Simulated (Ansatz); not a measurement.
`c1ccoc1`, charge 0, multiplicity 1.

Task: Give a relaxed structure at PBE0-D4/def2-TZVP (Ansatz). (Estimate.)

Result: Ansatz gave: 
Z-matrix (Å, degrees):
```
C
C 1 1.353
C 1 1.427 2 106.0
H 1 1.078 2 126.5 3 180.0
O 2 1.351 1 110.5 3 0.0
H 2 1.077 1 133.4 3 -180.0
C 3 1.353 1 106.0 2 -0.0
H 3 1.078 1 127.6 2 180.0
H 7 1.077 3 133.4 1 -180.0
```
Point group C2v.
This is one stationary point; other conformers may exist.
